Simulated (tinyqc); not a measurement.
Hueckel theory of the pi electrons, for the molecule C=CC=C[CH2+] (SMILES; centres numbered as the heavy atoms are written), step by step. One step of it, computed by the program tinyqc.

Question. Energy, charges, bond orders. E = sum n x; q_r = z_r - P_rr; bond order p = P_rs; free valence = sqrt(3) - sum of p over the bonds of the atom.

x values: [1.732051, 1.000000, 0.000000, -1.000000, -1.732051]

occupations: [2.000000, 2.000000, 0.000000, 0.000000, 0.000000]

charge and bond-order matrix P, order 1C, 2C, 3C, 4C, 5C:
$$\begin{pmatrix}
0.666667 & 0.788675 & 0.333333 & -0.211325 & -0.333333 \\
0.788675 & 1.000000 & 0.577350 & 0.000000 & -0.211325 \\
0.333333 & 0.577350 & 0.666667 & 0.577350 & 0.333333 \\
-0.211325 & 0.000000 & 0.577350 & 1.000000 & 0.788675 \\
-0.333333 & -0.211325 & 0.333333 & 0.788675 & 0.666667
\end{pmatrix}$$

Centres:
```
centre  z_r, pi electrons of the neutral centre         h
1C                                            1  0.000000
2C                                            1  0.000000
3C                                            1  0.000000
4C                                            1  0.000000
5C                                            1  0.000000
```

Bonds:
```
i  j  k
1  2  1
2  3  1
3  4  1
4  5  1
```

Give: pi energy = 4 alpha + this times beta; pi charges; Bond orders and lengths from R = 1.517 - 0.180 p; free valence of the carbons; gap between the highest filled and the next level.

Answer.

pi energy = 4 alpha + this times beta = 5.464

pi charges: 1C 0.333, 2C 0.000, 3C 0.333, 4C 0.000, 5C 0.333

Bond orders and lengths from R = 1.517 - 0.180 p (angstrom, C-C alone):
```
bond      p      R
1-2   0.789  1.375
2-3   0.577  1.413
3-4   0.577  1.413
4-5   0.789  1.375
```

free valence of the carbons: 1C 0.943, 2C 0.366, 3C 0.577, 4C 0.366, 5C 0.943

gap between the highest filled and the next level = 1.000 |beta|
